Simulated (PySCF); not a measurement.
# Relaxation of triplet [SF3]-

All numbers come from PySCF, UPBE0, basis S def2-SVPD, F def2-SVPD (no relativity, density fitting). A (50,194) grid was used.

A hand-made trigonal pyramidal start, of C3v symmetry, held to at least that symmetry:

Coordinates in bohr (charge -1 multiplicity 3):
```
S     0.0000    0.0000   -0.9491
F     2.7865    0.0000    0.5324
F    -1.3932    2.4132    0.5324
F    -1.3933   -2.4132    0.5324
```

Optimiser trace:
| step | E − E(last) (kJ/mol) | largest gradient (Eh/bohr) |
| --- | --- | --- |
| 0 | 172.72 | 0.20266 |
| 1 | 9.22 | 0.03982 |
| 2 | 0.39 | 0.00281 |
| 3 | 0.01 | 0.00116 |
| 4 | 0.00 | 0.00028 |

It ends at C3v with S–F 1.819 Å (×3); F–S–F 84.0° (×3). A frequency run shows 2 imaginary modes (one degenerate set), down to 154i cm⁻¹, so it is a higher-order saddle point. Other isomers or separated fragments may lie lower.

Final geometry:
```xyz
4
charge -1 multiplicity 3, angstrom
S     0.0000    0.0000   -0.7404
F     1.4051    0.0000    0.4153
F    -0.7025    1.2169    0.4153
F    -0.7026   -1.2168    0.4153
```

At this level a singlet minimum of Cs symmetry lies 26 kJ/mol below this structure.

The relaxation took roughly 24 core-seconds on a shared host.
